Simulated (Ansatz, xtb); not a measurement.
A ladder of methods for AlSiH5 (AlH2(SiH3))

AlSiH5 has 7 atoms, charge 0, and is taken as a singlet. SMILES: `[H][Al]([H])[SiH3]`. Geometry: a GFN2-xTB relaxation, a rough one for these elements and not checked as a minimum.

Quantity: the vertical energy of the triplet above the singlet, in eV. The values are calculated.

| level | kind | program | value (eV) | less FCI/STO-3G | CPU time (all runs) |
| --- | --- | --- | --- | --- | --- |
| GFN0-xTB | semi-empirical | xtb | 3.15 | -4.12 | under 2 s |
| HF/STO-3G | Hartree–Fock | Ansatz | 7.43 | +0.16 | 0.6 s |
| SVWN5/STO-3G | LDA | Ansatz | 6.62 | -0.65 | 5.2 s |
| BLYP/STO-3G | GGA | Ansatz | 6.66 | -0.61 | 9.2 s |
| r2SCAN/STO-3G | meta-GGA | Ansatz | 6.77 | -0.50 | 24 s |
| BHLYP/STO-3G | global hybrid | Ansatz | 7.32 | +0.05 | 7.6 s |
| wB97X/STO-3G | range-separated hybrid | Ansatz | 7.24 | -0.03 | 23 s |
| MP2/STO-3G | perturbation theory | Ansatz | 7.48 | +0.21 | 0.69 s |
| CCSD(T)/STO-3G | coupled cluster or CI | Ansatz | 7.28 | +0.01 | 0.89 s |
| FCI/STO-3G | exact in the basis | Ansatz | 7.27 | 0.00 | 36 s |

FCI/STO-3G is exact within its basis and frozen core, so for wave-function methods in that basis the difference is their error; functionals converge differently with the basis, so for them it is only a difference. The values span 3.15 to 7.48 eV. The xTB rows lack spin polarisation, so open shells miss the exchange term that lowers them. A triplet this far above the singlet is often a Rydberg-like or dissociative state; sets without diffuse functions put Rydberg states too high. All rows use very small basis sets, so even the best lies far from the true value. CPU times are rough (shared hosts, several kinds of processor): they show what a rung costs within a factor of a few.
